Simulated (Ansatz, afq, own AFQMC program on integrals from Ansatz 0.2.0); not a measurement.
**Where AFQMC and coupled cluster stand for GeH₄Br, doublet**

```xyz
6

Br   -1.6636    0.0000    0.0000
H     0.2054    0.0000    0.0000
Ge    1.7354    0.0000    0.0000
H     2.2041   -1.4659    0.0000
H     2.2041    0.7330   -1.2695
H     2.2041    0.7330    1.2695
```

Connectivity, by distances: Br ··· GeH3, 1 bridging H.

Basis cc-pVTZ. Noble-gas cores (and the filled d shells of Ga–Kr and In–Xe) are frozen. Integrals, coupled cluster, full CI and functionals: Ansatz 0.2.0; the random walks run on the same integrals in our own AFQMC program. ph-AFQMC/CISD is guided by a CISD state made of CCSD amplitudes; releasing the constraint for a short imaginary time cuts its bias at the price of noise, slowly where states lie close. ± is one standard error of the sampling. No spin–orbit coupling.

Determinant: UHF, the one that the program's search chose, which needn't be the lowest solution. The geometry is a point of a scan.

No full CI on the walks' own integrals is used here. The released AFQMC energy serves as the reference, which it does only where one determinant dominates, the energy is flat over the last release times and near the phaseless one (40 meV or 2 meV an electron, half that with transition metals). On small molecules, where full CI could be run and the noise was under 10 meV, such values lay within 10 meV of it in 19 cases of 20, a flattering rate, since the rule was set on those same cases; what remains of the bias isn't in the error bar.

Cautions: no relativity below Rb; no spin-orbit coupling; inner d shell frozen; the released value is read at 1.50 1/Eh (meV from the phaseless value at times in 1/Eh: -2 ± 6 at 0.24, -7 ± 8 at 0.51, -21 ± 10 at 0.99, -22 ± 9 at 1.50).

The T1 diagnostic is 0.0134, the weight of the determinant in the CISD state is 0.853 and the ⟨S²⟩ of the determinant is 0.768. The size of the correlated space is 15 electrons in 114 orbitals.

Reference: AFQMC with the constraint released, correlation energy -9.423 ± 0.009 eV.

```
        level  E − E(reference) (kJ/mol)  share of correlation (%)
           HF                909.1 ± 0.8                      0.00
          MP2                152.3 ± 0.8                     83.25
         CCSD                 32.4 ± 0.8                     96.44
      CCSD(T)                  5.6 ± 0.8                     99.39
ph-AFQMC/CISD                  2.1 ± 1.3                     99.77
```

A walk keeps the symmetry of its determinant, which the program's search chose and which needn't be the lowest solution, so a lower state of the same spin and another symmetry isn't excluded. Released energies are given only where the last usable release times agree within the noise; a slower fall can still hide under it.
